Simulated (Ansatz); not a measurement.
A nudged elastic band was laid between two geometries of BFH2O + H (6 atoms, charge 0, multiplicity 2).

Method: UKS B3LYP-D4/def2-SVP in Ansatz.

```
movable images  : 7
climbing image  : yes
spring          : 5.0 eV/Å²
optimiser       : quadratic models (default)
start path      : through a guess of the saddle point
force threshold : 0.05 eV/Å
iteration limit : 60
end points      : relaxed
```

First end point:

```xyz
6
Properties=species:S:1:pos:R:3
B 0.005 -0.095 -0.249
H 0.019 -0.140 0.959
F 1.123 0.209 -0.893
O -1.092 -0.339 -0.991
H -1.870 -0.553 -0.463
H 0.007 0.071 3.615
```

Last end point:

```xyz
6
Properties=species:S:1:pos:R:3
B -0.033 -0.100 -0.532
H 0.091 -0.022 2.405
F 1.100 0.191 -1.134
O -1.141 -0.365 -1.239
H -1.909 -0.565 -0.688
H 0.084 0.013 3.167
```

Problem. Which bonds break or form, and what moves?

Solution. Bonds broken: B1–H2. Bonds formed: H2–H6. BFH2O + H becomes BFHO + H2.

Problem. Give the energies along the band, and the barrier.

Solution. The run converged. The highest image is number 4 of 0 to 8, 31.8 kJ/mol above the first end and 19.8 kJ/mol above the last; the last end lies 12.0 kJ/mol above the first. A vibrational analysis at the climbing image gives one clearly imaginary mode, 894i cm⁻¹: a first-order saddle point.

```csv
image,path coordinate (Å),energy (kJ/mol),B1–H2 (Å),H2–H6 (Å)
0,0.00,0.0,1.21,2.66
1,0.38,0.4,1.21,2.30
2,0.76,2.7,1.21,1.88
3,1.14,10.4,1.25,1.43
4,1.52,31.8,1.60,0.91
5,1.91,22.9,2.01,0.79
6,2.30,15.2,2.37,0.77
7,2.69,12.4,2.71,0.76
8,3.08,12.0,2.94,0.76
```

Problem. What is the geometry of the highest image?

Solution. 
```xyz
6
Properties=species:S:1:pos:R:3:forces:R:3
B 0.015 -0.068 -0.097 0.00 0.00 0.00
H -0.015 -0.051 1.501 0.00 0.00 0.00
F 1.159 0.213 -0.688 0.00 0.00 0.00
O -1.068 -0.352 -0.835 0.01 0.00 0.00
H -1.858 -0.544 -0.314 -0.01 0.00 0.00
H -0.043 -0.044 2.410 0.00 0.00 0.00
```

Problem. What are the harmonic wavenumbers there?

Solution. 894i, 151, 164, 503, 552, 952, 1062, 1083, 1180, 1489, 1854, 3869 cm⁻¹.

The band took 14 iterations and roughly 3 core-minutes.

The run took 3.3 min on 1 thread of Arm Neoverse V1, on a shared host, peak memory 0.12 GiB.
